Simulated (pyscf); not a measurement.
A first-order saddle from PySCF, ωB97X-D3(BJ)/def2-SVP:

```
Ga
H 1 1.5479
H 1 1.5479 2 134.83
H 1 1.7170 2 107.61 3 -139.75
H 4 1.1195 1 72.15 2 -104.37
P 5 1.7696 4 166.07 1 0.01
H 6 1.4195 5 110.17 4 52.80
H 6 1.4195 7 96.79 5 114.44
```
Charge 0, spin multiplicity 1.

Surface: singlet, charge 0. Lowest wavenumbers (cm⁻¹): 1353i, 108, 271, 440, 547.

Task: Name the species on either side of this saddle.

Result: PH₃ (SMILES P) + GaH₃ (SMILES [GaH3]) <-> H₂P–GaH₂ (SMILES [PH2][GaH2]) + H₂ (SMILES [H][H]), a four-centre exchange read from left to right: H–P, Ga–H broken and Ga–P, H–H formed. At ωB97M-D3(BJ)/def2-TZVP it lies +1.08 eV from the left side and +1.33 eV from the right (each side as separated species at their lowest minima found). On the reactant side the descent ends in a complex, 0.21 eV under the separated species and 1.13 eV under the saddle at ωB97X-D3(BJ)/def2-TZVP. At the saddle there is also a short Ga–H contact that neither side keeps. At ωB97X-D3(BJ)/def2-TZVP the barrier from the zero used here is 0.93 eV. This is the saddle that the search found; another between the same sides may lie lower. Elements up to Kr have no core potential and no relativistic terms here.
